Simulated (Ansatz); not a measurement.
The input, for Ansatz 0.2.0:

```yaml
crystal:
  periodic: [false, false, false]
  atoms:
    - {symbol: Pd, position_ang: [0.000000, 0.000000, 0.000000]}
    - {symbol: O, position_ang: [0.000000, 0.000000, 1.830000]}
basis:
  gaussian: {orbitals: def2-TZVPP}
magnetization: {spin_polarized: true, initial_magnetization: 4}
hamiltonian: {xc: {name: wB97M-V}}
output: {forces: true, orbitals: {seedname: orbitals}}
```

```sh
$ ansatz run in.yaml --threads 1 --pin off --events-out ev --progress --plain --max-ram 4096MiB --backend cpu
```

The program prints:

```
  # Of w^i u^j: cxij and so on, Table III.
  gx(w, u) = 1 - cx + cx01*u + cx10*w
  gss(w, u) = css00 + css04*u^4 + css10*w + css20*w^2 + css43*w^4*u^3
  gos(w, u) = cos00 + cos10*w + (cos20 + cos21*u)*w^2 + (cos60 + cos61*u)*w^6
      + integral(e_c_pw_mod_opposite_spin*gos(b97_w_opposite, b97_u_opposite)) + vv10(b, c)
523 factors; their error is unknown
96 factors; integrals over basis functions are off by at most 3.1e-5 eV
mean field evaluation 1: about -5519.5437 eV, gradient 1.7e1 eV
mean field evaluation 2: about -5519.9266 eV, gradient 1.6e1 eV
mean field evaluation 4: about -5520.7602 eV, gradient 2.0e0 eV
mean field evaluation 8: about -5520.8187 eV, gradient 1.8e-1 eV
mean field evaluation 16: about -5520.8611 eV, gradient 1.7e-4 eV
mean field evaluation 32: about -5520.8611 eV, gradient 3.4e-6 eV
mean field -5520.86110872 eV, -202.8879035715 hartree, gradient 3.4e-6 eV, S^2 6.021979; 2 other end points of the search recorded, 0 dependent functions left out
the calculation of the forces begins
reference -5520.86114673 eV, -202.8879049681 hartree; 15, 11 occupied and 72, 76 virtual orbitals, 523 factors
Total energy: -5520.86114673 eV, -202.8879049681 hartree
Atom 0 at     0.000000     0.000000     0.000000 Å, force    -0.000000     0.000000     1.060952 eV/Å
Atom 1 at     0.000000     0.000000     1.830000 Å, force     0.000000     0.000000    -1.060952 eV/Å
Dipole moment:    -0.000000     0.000000     0.086939 e Å
```

Forces (eV/Å):
```
Pd   0.000  0.000  1.061
O    0.000  0.000 -1.061
```

Ran on 1 thread of AMD EPYC 7R13, shared host: 28 s wall, 0.3 GiB peak host memory.
